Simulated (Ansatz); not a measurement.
Born–Oppenheimer molecular dynamics of CH₆Si (8 atoms, charge 0, multiplicity 1). It starts at the highest image of a converged band, a first-order saddle point between two minima.

These are results of RKS PBE0-D4/def2-SVP (Ansatz), not measurements.

```yaml
ensemble: NVE (velocity Verlet)
time_step: 0.5 fs
steps_asked: 200
starting_velocities_drawn_for: 100 K
seed: 2423
```

First frame:

```xyz
8
Properties=species:S:1:pos:R:3
Si 0.128 0.167 -0.510
H 0.704 -0.193 1.025
H 1.456 -0.005 0.266
H -0.628 1.182 0.295
C -0.817 -1.486 -0.612
H -1.541 -1.639 0.199
H -1.355 -1.525 -1.572
H -0.099 -2.321 -0.613
```

(1) What does the run give?

(2) What happens to the structure?

(3) How do temperature and energy run in time?

Answers

(1) The run went to its last step.

| Property | Result |
| --- | --- |
| steps done | 200 |
| time covered | 100 fs |
| mean temperature over the second half | 168 K |
| spread of the potential energy over the second half | 4.0 meV per atom |
| mean potential energy of the second half above the start | -6.5 meV per atom |

The conserved energy stayed within 0.084 meV per atom of its start (net change -0.0039 meV per atom), so the integration is sound. The kinetic energy rose, since the run started high on the potential surface and went downhill. It ends in pieces (CH4Si + H2), so much of that is their flight and rotation, not heat. A run of 0.1 ps of so small a system gives no equilibrium averages. The orbitals stay closed-shell, which can raise the energy where a bond breaks towards radicals; this wasn't checked here.

(2) Between its relaxed ends the band would form H2–H3 and break Si1–H2, Si1–H3. These pairs go: H2–H3 1.09 → 0.80 Å, Si1–H2 1.68 → 2.11 Å, Si1–H3 1.55 → 1.99 Å. In the last frame they stand as after the step (other bonds may differ from the relaxed reactants and products). These pairs come and go: their bonding changes 9 times, last at 90 of 100 fs, so the outcome isn't settled. It ends as CH4Si + H2. Pairs count as bonded within 1.25 times the sum of covalent radii (0.12 Å more for H–H). Another seed would give other details.

(3) 
```tsv
time (fs)	T (K)	potential energy less start (eV)	conserved less start (meV/atom)
0	100	0.000	0.00
3	50	0.040	0.07
6	60	0.031	0.03
9	66	0.027	0.05
12	107	-0.005	0.05
15	196	-0.074	0.01
18	215	-0.089	0.06
21	253	-0.118	0.00
24	210	-0.085	0.06
27	179	-0.061	0.02
30	121	-0.016	0.04
33	103	-0.002	0.05
36	120	-0.015	0.03
39	134	-0.026	0.04
42	160	-0.047	0.00
45	109	-0.006	0.08
48	113	-0.010	0.02
51	97	0.003	0.04
54	118	-0.014	0.05
57	150	-0.038	0.03
60	146	-0.035	0.05
63	171	-0.055	0.02
66	190	-0.069	0.07
69	254	-0.119	0.00
72	209	-0.084	0.04
75	162	-0.048	0.04
78	165	-0.050	0.03
81	191	-0.070	0.04
84	207	-0.083	0.01
87	185	-0.066	0.06
90	212	-0.087	0.00
93	161	-0.047	0.06
96	135	-0.027	0.02
99	95	0.004	0.01
```

The run took 2.5 min on 1 thread of Intel(R) Xeon(R) 6975P-C (Granite Rapids) (shared host), peak memory 0.12 GiB.
